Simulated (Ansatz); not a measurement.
We consider α-phase B, described by LDA (Ansatz, a first-principles code, plane waves, PAW).

Run with plane-wave cutoff 520 eV, 8×8×8 k mesh, Fermi–Dirac smearing 0.01 eV, scalar-relativistic PAW data made under PBE.

Computed at the level's own relaxed cell.

```yaml
crystal:
  lattice:
    - [4.36109, -2.42040, -0.00001]
    - [4.36109, 2.42040, -0.00001]
    - [3.01778, 0.00000, 3.97120]
  atoms:
    - { symbol: B, position: [0.01047, 0.65432, 0.01047] }
    - { symbol: B, position: [0.01047, 0.01047, 0.65432] }
    - { symbol: B, position: [0.65432, 0.01047, 0.01047] }
    - { symbol: B, position: [0.98953, 0.34568, 0.98953] }
    - { symbol: B, position: [0.98953, 0.98953, 0.34568] }
    - { symbol: B, position: [0.34568, 0.98953, 0.98953] }
    - { symbol: B, position: [0.22147, 0.63001, 0.22147] }
    - { symbol: B, position: [0.22147, 0.22147, 0.63001] }
    - { symbol: B, position: [0.63001, 0.22147, 0.22147] }
    - { symbol: B, position: [0.77853, 0.36999, 0.77853] }
    - { symbol: B, position: [0.77853, 0.77853, 0.36999] }
    - { symbol: B, position: [0.36999, 0.77853, 0.77853] }
```

Problem. List the 27 lowest band energies at Γ above −25 eV (eV, relative to the valence band maximum), grouping those that round alike.

Solution. At Γ: -16.34, -10.47, -10.22 (×2), -9.32, -8.59 (×2), -8.29, -6.67, -6.33 (×2), -5.66, -4.60 (×2), -1.46, -0.79 (×2), -0.37, 1.38, 4.66 (×2), 4.78 (×2), 6.47, 8.17 (×2), 9.22.
